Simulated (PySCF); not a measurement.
Atomic charges against the basis set

Species: ethyl isocyanide, C3H5N.
Structure used (PBE0-D3(BJ)/def2-SVP), in Å, numbered top down from 1:
```xyz
9
C3H5N angstrom
C      2.2456   -0.3819   -1.2356
N      1.3438    0.0677   -0.6361
C      0.2332    0.5757    0.0789
C     -0.8566   -0.4674    0.2648
H      0.5923    0.9424    1.0543
H     -0.1539    1.4514   -0.4668
H     -1.2288   -0.8217   -0.7071
H     -1.6984   -0.0325    0.8224
H     -0.4771   -1.3337    0.8251
```

PBE0 throughout (PySCF), one geometry, spherical d and f functions. Isolated species at its PBE0-D3(BJ)/def2-SVP geometry, gas phase. Atoms taken as equivalent share a column and are averaged.

Mulliken charges (e):

```json
{"basis": "STO-3G", "functions": "25", "C1": "+0.025", "N2": "-0.254", "C3": "-0.053", "C4": "-0.229", "H5/H6": "+0.114", "H7/H8/H9": "+0.094"}
{"basis": "6-31G", "functions": "46", "C1": "-0.005", "N2": "-0.351", "C3": "-0.147", "C4": "-0.488", "H5/H6": "+0.215", "H7/H8/H9": "+0.187"}
{"basis": "pcSseg-0", "functions": "46", "C1": "+0.094", "N2": "-0.526", "C3": "-0.226", "C4": "-0.655", "H5/H6": "+0.279", "H7/H8/H9": "+0.251"}
{"basis": "6-31G*", "functions": "66", "C1": "-0.071", "N2": "-0.193", "C3": "-0.223", "C4": "-0.532", "H5/H6": "+0.214", "H7/H8/H9": "+0.197"}
{"basis": "def2-SVP", "functions": "81", "C1": "-0.178", "N2": "-0.131", "C3": "+0.075", "C4": "-0.114", "H5/H6": "+0.075", "H7/H8/H9": "+0.066"}
{"basis": "cc-pVDZ", "functions": "81", "C1": "-0.186", "N2": "-0.086", "C3": "+0.027", "C4": "-0.102", "H5/H6": "+0.078", "H7/H8/H9": "+0.063"}
{"basis": "aug-cc-pVDZ", "functions": "137", "C1": "-0.614", "N2": "+0.015", "C3": "+0.902", "C4": "+0.423", "H5/H6": "-0.220", "H7/H8/H9": "-0.095"}
{"basis": "6-311+G(2d,p)", "functions": "138", "C1": "-0.392", "N2": "+0.231", "C3": "-0.198", "C4": "-0.435", "H5/H6": "+0.159", "H7/H8/H9": "+0.158"}
{"basis": "def2-TZVP", "functions": "154", "C1": "-0.262", "N2": "+0.044", "C3": "-0.118", "C4": "-0.350", "H5/H6": "+0.142", "H7/H8/H9": "+0.134"}
{"basis": "IGLO-III", "functions": "190", "C1": "+0.008", "N2": "-0.196", "C3": "-0.149", "C4": "-0.340", "H5/H6": "+0.145", "H7/H8/H9": "+0.129"}
{"basis": "cc-pVTZ", "functions": "190", "C1": "-0.267", "N2": "+0.039", "C3": "-0.040", "C4": "-0.282", "H5/H6": "+0.112", "H7/H8/H9": "+0.109"}
```

IAO charges (e):

| basis | functions | C1 | N2 | C3 | C4 | H5/H6 | H7/H8/H9 |
| --- | --- | --- | --- | --- | --- | --- | --- |
| STO-3G | 25 | -0.046 | -0.123 | -0.191 | -0.394 | +0.158 | +0.146 |
| 6-31G | 46 | -0.091 | -0.121 | -0.173 | -0.433 | +0.172 | +0.158 |
| pcSseg-0 | 46 | -0.103 | -0.109 | -0.174 | -0.428 | +0.172 | +0.157 |
| 6-31G* | 66 | -0.081 | -0.133 | -0.155 | -0.415 | +0.164 | +0.152 |
| def2-SVP | 81 | -0.101 | -0.115 | -0.149 | -0.403 | +0.162 | +0.148 |
| cc-pVDZ | 81 | -0.095 | -0.121 | -0.154 | -0.413 | +0.165 | +0.151 |
| aug-cc-pVDZ | 137 | -0.107 | -0.116 | -0.158 | -0.423 | +0.170 | +0.155 |
| 6-311+G(2d,p) | 138 | -0.106 | -0.117 | -0.161 | -0.425 | +0.170 | +0.156 |
| def2-TZVP | 154 | -0.103 | -0.119 | -0.158 | -0.426 | +0.169 | +0.156 |
| IGLO-III | 190 | -0.105 | -0.117 | -0.161 | -0.427 | +0.170 | +0.156 |
| cc-pVTZ | 190 | -0.100 | -0.120 | -0.159 | -0.427 | +0.169 | +0.156 |

Hirshfeld charges (e):

```
        basis  functions      C1      N2      C3      C4   H5/H6  H7/H8/H9
       STO-3G         25  -0.096  -0.104  +0.088  -0.032  +0.035    +0.025
        6-31G         46  -0.116  -0.071  +0.028  -0.092  +0.057    +0.045
     pcSseg-0         46  -0.127  -0.049  +0.026  -0.095  +0.055    +0.045
       6-31G*         66  -0.117  -0.069  +0.025  -0.092  +0.058    +0.046
     def2-SVP         81  -0.128  -0.048  +0.016  -0.106  +0.059    +0.049
      cc-pVDZ         81  -0.125  -0.052  +0.017  -0.103  +0.059    +0.048
  aug-cc-pVDZ        137  -0.109  -0.075  +0.004  -0.114  +0.066    +0.054
6-311+G(2d,p)        138  -0.111  -0.079  +0.009  -0.105  +0.065    +0.052
    def2-TZVP        154  -0.114  -0.071  +0.008  -0.109  +0.064    +0.053
     IGLO-III        190  -0.111  -0.075  +0.005  -0.113  +0.066    +0.054
      cc-pVTZ        190  -0.117  -0.066  +0.009  -0.111  +0.064    +0.052
```

Which scheme is steadiest as the basis changes?

Largest range over the bases for any column: IAO 0.06 e, Hirshfeld 0.08 e, Mulliken 1.13 e. IAO charges move least and Mulliken charges most, counted in e. Without the minimal STO-3G basis the ranges are IAO 0.03, Hirshfeld 0.03, Mulliken 1.13 e.

What do the same runs give for the total energy, the frontier levels and the dipole moment?

| basis | energy (Eh) | HOMO (eV) | LUMO (eV) | μ (D) |
| --- | --- | --- | --- | --- |
| STO-3G | -169.6865 | -5.84 | 4.51 | 3.28 |
| 6-31G | -171.7667 | -8.14 | 1.21 | 3.78 |
| pcSseg-0 | -171.4312 | -8.46 | 0.90 | 3.96 |
| 6-31G* | -171.8162 | -8.25 | 1.24 | 3.73 |
| def2-SVP | -171.6953 | -8.41 | 0.85 | 3.95 |
| cc-pVDZ | -171.8302 | -8.38 | 0.96 | 3.87 |
| aug-cc-pVDZ | -171.8407 | -8.66 | -0.30 | 4.01 |
| 6-311+G(2d,p) | -171.8693 | -8.69 | 0.00 | 4.01 |
| def2-TZVP | -171.8836 | -8.66 | 0.54 | 3.97 |
| IGLO-III | -171.8870 | -8.68 | 0.29 | 3.99 |
| cc-pVTZ | -171.8794 | -8.60 | 0.59 | 3.94 |

The dipole is fixed by the density alone, so its range of 0.73 D shows that the density itself changes with the basis, not only its division among atoms.
